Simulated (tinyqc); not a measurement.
CCSD on RHF in the sto-3g basis, frozen core, for BH2+, spin multiplicity 1, step by step. One step of it, computed by the program tinyqc.

Task: Iteration 7 (converged): orbitals. Diagonalise F' = X^T F X, C = X C', fill 3 alpha and 3 beta electrons from the bottom; D = 2 C_occ C_occ^T. Each column has its largest component positive (the first on a tie).

converged F (hartree), order 1B 1s, 1B 2s, 1B 2px, 1B 2py, 1B 2pz, 2H 1s, 3H 1s:
```
[[-7.948487, -2.308968, 0.000000, 0.000000, 0.007962, -0.581055, -0.581055],
 [-2.308968, -1.464678, 0.000000, 0.000000, -0.110301, -0.756393, -0.756393],
 [0.000000, 0.000000, -0.179736, 0.000000, 0.000000, 0.000000, 0.000000],
 [0.000000, 0.000000, 0.000000, -0.685144, 0.000000, -0.535694, 0.535694],
 [0.007962, -0.110301, 0.000000, 0.000000, -0.227861, -0.193751, -0.193751],
 [-0.581055, -0.756393, 0.000000, -0.535694, -0.193751, -0.733109, -0.158296],
 [-0.581055, -0.756393, 0.000000, 0.535694, -0.193751, -0.158296, -0.733109]]
```

X, order 1B 1s, 1B 2s, 1B 2px, 1B 2py, 1B 2pz, 2H 1s, 3H 1s:
```
[[1.031836, -0.167204, 0.000000, 0.000000, -0.010130, 0.026984, 0.026984],
 [-0.167204, 1.297072, 0.000000, 0.000000, 0.104879, -0.344597, -0.344597],
 [0.000000, 0.000000, 1.000000, 0.000000, 0.000000, 0.000000, 0.000000],
 [0.000000, 0.000000, 0.000000, 1.246759, 0.000000, -0.344022, 0.344022],
 [-0.010130, 0.104879, 0.000000, 0.000000, 1.040997, -0.135229, -0.135229],
 [0.026984, -0.344597, 0.000000, -0.344022, -0.135229, 1.275395, -0.037431],
 [0.026984, -0.344597, 0.000000, 0.344022, -0.135229, -0.037431, 1.275395]]
```

Give: F' = X^T F X; orbital energies; coefficients C; D after iteration 7.

Result:

F' = X^T F X (hartree):
```
[[-7.7596, -1.1688, 0.0000, 0.0000, 0.0043, -0.0770, -0.0770],
 [-1.1688, -0.6829, 0.0000, 0.0000, 0.0328, -0.4226, -0.4226],
 [0.0000, 0.0000, -0.1797, 0.0000, 0.0000, 0.0000, 0.0000],
 [0.0000, 0.0000, 0.0000, -0.2820, 0.0000, -0.4501, 0.4501],
 [0.0043, 0.0328, 0.0000, 0.0000, -0.1670, -0.1508, -0.1508],
 [-0.0770, -0.4226, 0.0000, -0.4501, -0.1508, -0.2555, -0.0704],
 [-0.0770, -0.4226, 0.0000, 0.4501, -0.1508, -0.0704, -0.2555]]
```

orbital energies (hartree): [-7.9530, -1.0032, -0.8720, -0.2320, -0.1797, 0.2529, 0.4049]

coefficients C, order 1B 1s, 1B 2s, 1B 2px, 1B 2py, 1B 2pz, 2H 1s, 3H 1s:
```
[[0.9922, -0.2374, 0.0000, 0.1165, 0.0000, -0.1997, 0.0000],
 [0.0306, 0.6543, 0.0000, -0.4968, 0.0000, 1.1327, 0.0000],
 [0.0000, 0.0000, 0.0000, 0.0000, 1.0000, 0.0000, 0.0000],
 [0.0000, 0.0000, 0.5837, 0.0000, 0.0000, 0.0000, 1.2043],
 [0.0013, 0.0975, 0.0000, 0.8584, 0.0000, 0.6204, 0.0000],
 [-0.0054, 0.3067, 0.3787, 0.1982, 0.0000, -0.8779, -0.9147],
 [-0.0054, 0.3067, -0.3787, 0.1982, 0.0000, -0.8779, 0.9147]]
```

D after iteration 7, order 1B 1s, 1B 2s, 1B 2px, 1B 2py, 1B 2pz, 2H 1s, 3H 1s:
```
[[2.0815, -0.2500, 0.0000, 0.0000, -0.0438, -0.1563, -0.1563],
 [-0.2500, 0.8581, 0.0000, 0.0000, 0.1277, 0.4011, 0.4011],
 [0.0000, 0.0000, 0.0000, 0.0000, 0.0000, 0.0000, 0.0000],
 [0.0000, 0.0000, 0.0000, 0.6814, 0.0000, 0.4421, -0.4421],
 [-0.0438, 0.1277, 0.0000, 0.0000, 0.0190, 0.0598, 0.0598],
 [-0.1563, 0.4011, 0.0000, 0.4421, 0.0598, 0.4751, -0.0986],
 [-0.1563, 0.4011, 0.0000, -0.4421, 0.0598, -0.0986, 0.4751]]
```
